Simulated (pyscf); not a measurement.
HO–Ge:–Cl (SMILES [OH][Ge][Cl]) [singlet] + H₂ (SMILES [H][H]) -> Cl–GeH: (SMILES [Cl][GeH]) [singlet] + H₂O (SMILES O), a four-centre exchange (singlet surface; Ge–O, H–H broken, Ge–H, H–O formed). Single points on ωB97X-D3(BJ)/def2-SVP structures (PySCF, gas phase). Energies in kcal/mol from the separated reactants.

Small-basis levels: PySCF, no dispersion term, spherical d functions. 

### Question
Quick B3LYP/6-31G*+LANL2DZ single points give ΔE‡ = 37.2 kcal/mol and ΔE = +29.0 kcal/mol. What does ωB97M-D3(BJ)/def2-TZVP give, and how far is the quick result from it?

### Answer
ωB97M-D3(BJ)/def2-TZVP gives ΔE‡ = 31.6 kcal/mol and ΔE = +23.6 kcal/mol. B3LYP/6-31G*+LANL2DZ lies 5.7 kcal/mol over it in the barrier and 5.4 kcal/mol over it in the reaction energy, so on this step it does not hold to within 3.0 kcal/mol. ωB97M-D3(BJ)/def2-TZVP has limits of its own. On the product side the descent ends in a bound adduct, 16.5 kcal/mol under the separated species and 23.8 kcal/mol under the saddle at ωB97X-D3(BJ)/def2-TZVP. At the saddle there is also a short Ge–H contact that neither side keeps. This is the saddle that the search found; another between the same sides may lie lower. In the def2 sets elements up to Kr have no core potential.
